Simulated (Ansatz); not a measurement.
`C/C=C/C`, 12 atoms. Charge 0, multiplicity 1. All runs use 4 threads of an Arm Neoverse V1 on a shared host. Correlated methods freeze the cores.

Problem. Give the basis size and wall time and peak host memory of each of these runs in Ansatz. RKS PBE0-D4/def2-QZVPP energy; RHF-CCSD(T)/def2-SVP energy; direct RPA on PBE orbitals/def2-TZVPP energy; RKS ωB97X-V/def2-TZVPP energy; RKS ωB97M-V/def2-QZVPP energy; RKS PBE0-D4/def2-TZVP relaxation (6 steps); RKS B97M-V/def2-TZVPP energy; RKS ωB97M-V/def2-SVP energy; RKS PBE0-D4/def2-SVP energy; RHF-CCSD(T)/def2-TZVPP energy; RHF-MP2/def2-QZVPP energy; RKS r2SCANh-D4/def2-TZVPP energy. (An estimate is asked.)

Solution. The calculation gave: Other jobs shared the machine, so times are rough.

```csv
level,job,functions,wall time,peak host memory (GiB)
RKS PBE0-D4/def2-SVP,energy,96,0.75 s,0.17
RHF-CCSD(T)/def2-SVP,energy,96,2.5 s,0.41
RKS ωB97M-V/def2-SVP,energy,96,2.7 s,0.25
RKS r2SCANh-D4/def2-TZVPP,energy,236,2.9 s,0.45
direct RPA on PBE orbitals/def2-TZVPP,energy,236,3.3 s,0.52
RKS PBE0-D4/def2-QZVPP,energy,468,4.5 s,1.2
RKS ωB97X-V/def2-TZVPP,energy,236,4.9 s,0.55
RKS B97M-V/def2-TZVPP,energy,236,5.5 s,0.32
RKS ωB97M-V/def2-QZVPP,energy,468,12 s,1.6
RKS PBE0-D4/def2-TZVP,relaxation (6 steps),172,12 s,0.36
RHF-MP2/def2-QZVPP,energy,468,16 s,2.8
RHF-CCSD(T)/def2-TZVPP,energy,236,66 s,4.5
```
